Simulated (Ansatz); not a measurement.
## BaSn$_{5}$: experiment and calculation

**What was measured.**

“Physical properties of single crystalline BaSn5”, 2012, arxiv:1201.5861 reports, for a powder of BaSn5 at 300 K: lattice constant a 5.368 ± 0.004 Å; lattice constant c 7.097 ± 0.004 Å.

The runs below are set against these values where they give the same quantity.

These are results of DFT r2SCAN, scalar-relativistic, plane waves, PAW in Ansatz, not measurements.

Cutoff 500 eV; k points 9×9×6 on the computed 6-atom cell (Γ-centred); Gaussian smearing, width 0.10 eV; no spin polarisation.

Relaxed structure, symmetry kept:

```
CELL_PARAMETERS angstrom
5.39677 0.00000 0.00000
-2.69838 4.67374 0.00000
0.00000 0.00000 7.23465
ATOMIC_POSITIONS crystal
Ba 0.00000 0.00000 0.50000
Sn 0.66667 0.33333 0.79656
Sn 0.00000 0.00000 0.00000
Sn 0.66667 0.33333 0.20344
Sn 0.33333 0.66667 0.20344
Sn 0.33333 0.66667 0.79656
```

```
Space group                                                       : P6/mmm (No. 191)
Volume per atom                                                   : 30.41 Å³
Formation energy from the elements' standard states (uncorrected) : -0.281 eV/atom
Generalised Kohn–Sham band gap                                    : none (metal)
Density of states at the Fermi level                              : 2.38 states/eV per cell
Löwdin character within 0.5 eV of the Fermi level                 : Sn 5p 78 %, Sn 5s 14 %, unprojected 7 %
Bulk modulus                                                      : 39 GPa
Its pressure derivative                                           : 4.2
Bader charges (e)                                                 : Ba (1 in the cell) 1.25, Sn (4 in the cell) -0.27, Sn (1 in the cell) -0.17
```

Spin-orbit coupling is left out, which matters for the bands of heavy elements.

Against the measured lattice constant a of BaSn5, 5.368 Å (300 K; powder; the paper above), the calculated 5.397 Å is off by +0.5 %. 2 values of this kind are on record (5.368 to 5.37 Å); this one was drawn at random, those with a stated uncertainty first. Against the measured lattice constant c of BaSn5, 7.097 Å (300 K; powder; the paper above), the calculated 7.235 Å is off by +1.9 %. The calculation is for 0 K without zero-point motion.